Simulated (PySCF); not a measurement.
**Ionising CF**

TPSS; PySCF, no relativity, basis sets C def2-TZVPPD, F def2-TZVPPD. Neutral (UKS): doublet (π ↑), Re = 1.291 Å, ωe = 1240 cm⁻¹, De = 5.95 eV, HOMO -4.97 eV, LUMO -4.02 eV.

CF⁺ (UKS): singlet (closed shell), Re = 1.168 Å, ωe = 1713 cm⁻¹, De = 8.02 eV to C⁺ + F. The energies at the minima are -137.85757 hartree for CF and -137.51268 for CF⁺.

(1) Work out the adiabatic ionisation energy, without and with harmonic zero-point energies (1 hartree = 27.2114 eV, 1 eV = 8065.5 cm⁻¹), and the change of the bond length.

For an ion De counts to the pair picked by the measured ionisation energies or electron affinities, which need not be the lowest pair at this level. States were picked by a PBE0 search and need not be the measured ground states.

Answers

(1) At TPSS: 0.34489 hartree = 9.385 eV between the minima; the zero-point term (1713.0 − 1240.0)/2 cm⁻¹ = +0.029 eV makes it 9.414 eV. Re changes by -12.3 pm against the neutral. The electron leaves a π orbital, and the shorter bond of the ion fits an antibonding orbital, or a change in how ionic the bond is.
